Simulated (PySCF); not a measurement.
Compound: isothiofulminic acid, CHNS.
SMILES with atom numbers: `[C-:1]#[N+:2][SH:3]` (hydrogens: H4 on S3)

An MMFF94s structure was refined with PBE0-D3(BJ)/def2-SVP geometry optimisation, gas phase in PySCF 2.14.0. Its MMFF94s values:

```csv
coordinate,MMFF94s
C1≡N2,1.264 Å
N2–S3,1.759 Å
S3–H4,1.290 Å
C1–N2–S3,177.6°
N2–S3–H4,90.5°
```

Q: How do these coordinates change at the PBE0-D3(BJ)/def2-SVP level?

A: 
```
coordinate  PBE0-D3(BJ)/def2-SVP (Å or °)  change
     N2–S3                          1.657  -0.102
     C1≡N2                          1.181  -0.083
     S3–H4                          1.354  +0.064
  N2–S3–H4                           95.7    +5.2
  C1–N2–S3                          174.4    -3.2
```

The energy falls by 51.0 kJ/mol over 7 energy and gradient evaluations, the largest force component goes from 0.1304 to 2.9e-04 Eh/bohr, and the atoms move by 0.087 Å rms after alignment. The bond that changes most is N2–S3 (ends: isocyanide nitrogen; sulfur bonded to N and H), which shortens by 0.102 Å. Bonds longer at the end by more than 0.005 Å: 1 of 3; shorter: 2. Rotational constants go from 307107, 5611, 5511 to 284636, 6337, 6199 MHz.

The run used 51 basis functions and 46 SCF cycles in all. Hardware: one thread of an Arm Neoverse V1, shared host with 32 logical CPUs at a one-minute load of 26. Cost: 4.4 s, 0.26 GiB resident at most.

No PBE0-D3(BJ)/def2-SVP frequencies stand behind this structure, so it isn't proved a minimum.
